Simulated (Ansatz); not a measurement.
Input and command of a calculation in Ansatz (plane waves; scalar-relativistic PAW potentials unless the input names others):

```yaml
crystal:
  lattice:
    - [2.8614979246, 0.0, 0.0]
    - [-1.4307489623, 2.4781298956, 0.0]
    - [0.0, 0.0, 4.686]
  atoms:
    - { symbol: Ti, position: [0.3333333333, 0.6666666667, 0.25] }
    - { symbol: Ti, position: [0.6666666667, 0.3333333333, 0.75] }
basis:
  ecutwfc: 420
kpoints:
  mp_grid: { grid: [18, 18, 10] }
hamiltonian:
  xc: pbesol
  hubbard: { sites: [{ species: Ti, l: d, u_eff: 2.0 }], double_counting: amf }
scf:
  occupations: { method: gaussian, width: 0.15 }
output:
  forces: true
  eigenvalues: true
  stress: true
```

```bash
ansatz run input.yaml --threads 1 --pin off --max-ram 1228MiB --backend cpu --events-out ev --progress --plain --runs-dir out
```

Abridged log:
```
Ti: projections on atomic orbitals take those of the free atom [Ne] 3s2 3p6 3d2 4s2, of charge +0.00 (hamiltonian.pseudopotentials.projection_atoms); the dataset's partial waves leave at most 4.1e-7 of an orbital's norm unspanned inside its sphere
Pseudopotentials: kind: paw
Pseudopotential: Ti, paw, valence charge 12, recommended cutoff 420 eV (normal)
Functional definition: PBEsol
Crystal: 2 atoms, lattice volume = 33.229 Å³
Basis set: ecut = 420 eV, 663 PW (Γ), exchange–correlation on 40×40×64 points (8 copies of the dense FFT grid, shifted against one another)
Bands: 16, of which v1, the nominal top of the filled ones, is band 12 counted from 1 (11 counted from 0)
Symmetry: 24 space group operations
Space group: P63/mmc (ITA 194), of the structure as read, at distance tolerance 3.2e-5 Å
k-points: 222 of 3240
Initial density: superposition of atomic densities (chi_scale 0.1, normalization cell)
Initial wavefunctions: pseudopotential atomic-orbital guess
Functional: x = pbesol(κ = 0.804, μ = 0.12345679), c = pbesol(β = 0.046)
SCF iter   1: F=—  HF=-4948.237089 eV  |F-HF|=—  |Δ(HF+E_count)|=         —  Δρ=6.20e-2  dr2=1.32e0  ethr=3.10e-3  ⟨swp⟩=3.3  Hψ=13947  notcnv=0
SCF iter   2: F=—  HF=-4947.855271 eV  |F-HF|=—  |Δ(HF+E_count)|=   3.82e-1  Δρ=2.34e-2  dr2=1.85e-1  ethr=3.10e-3  ⟨swp⟩=2.9  Hψ=8426  notcnv=0  defer=2
SCF iter   3: F=—  HF=-4947.812146 eV  |F-HF|=—  |Δ(HF+E_count)|=   4.31e-2  Δρ=4.23e-3  dr2=4.10e-3  ethr=7.71e-4  ⟨swp⟩=2.0  Hψ=5199  notcnv=0  defer=2
SCF iter   4: F=—  HF=-4947.814859 eV  |F-HF|=—  |Δ(HF+E_count)|=   2.71e-3  Δρ=8.80e-4  dr2=1.61e-4  ethr=1.71e-5  ⟨swp⟩=2.1  Hψ=5318  notcnv=0  defer=2
SCF iter   5: F=—  HF=-4947.814988 eV  |F-HF|=—  |Δ(HF+E_count)|=   1.29e-4  Δρ=1.88e-4  dr2=8.14e-6  ethr=6.69e-7  ⟨swp⟩=3.0  Hψ=6473  notcnv=0  defer=2
SCF iter   6: F=—  HF=-4947.814988 eV  |F-HF|=—  |Δ(HF+E_count)|=   9.05e-7  Δρ=3.71e-5  dr2=3.24e-7  ethr=3.39e-8  ⟨swp⟩=3.0  Hψ=6399  notcnv=0  defer=2
SCF iter   7: F=-4947.814989 eV  HF=-4947.814989 eV  |F-HF|=3.77e-9  |Δ(HF+E_count)|=   1.77e-7  Δρ=9.50e-6  dr2=1.86e-8  ethr=4.17e-10  ⟨swp⟩=5.1  Hψ=14798  notcnv=0
SCF 1 converged in 7 iterations: F = -4947.814989 eV  dr2 = 1.86e-8
SCF converged after 7 iterations
Free energy (F): -4947.814989 eV
Harris-Foulkes:  -4947.814989 eV  (|F-HF|=3.77e-9)
Internal energy: -4947.792730 eV  (E = F + TS)
E sigma→0 (E₀):  -4947.803859 eV
Entropy (-TS):   -0.022258 eV (-11.129 meV/atom)
Fermi energy:    13.937009 eV
DFT+U double counting: amf (around mean field; hamiltonian.hubbard.double_counting)
--- Forces (eV/Å), atoms counted from 1 ---
  atom   1  Ti     0.00000000     0.00000000     0.00000000
  atom   2  Ti     0.00000000     0.00000000     0.00000000
--- Stress (GPa, compression-positive) ---
        2.063036       0.000000       0.000000
        0.000000       2.063036       0.000000
        0.000000       0.000000      -1.625038
  P = ⅓ Tr σ = 0.8337 GPa (8.337 kbar)
Occupation matrices written to <dir>
```

Apart from outputs and empty bands, the input differs from a reference run on usual settings in hamiltonian.hubbard: not typed → {"sites": [{"species": "Ti", "l": "d", "u_eff": 2.0}], "double_counting": "amf"}. The reference, at the same geometry (not necessarily relaxed), gave pressure 0.77 GPa, largest force 0.000 eV/Å, no gap on the mesh. This run converged in 7 SCF iterations (reference: 6) with an energy at zero smearing 10.56 meV/atom below the reference's (the Hamiltonian itself differs), pressure 0.83 GPa, largest force 0.000 eV/Å, no gap on the mesh.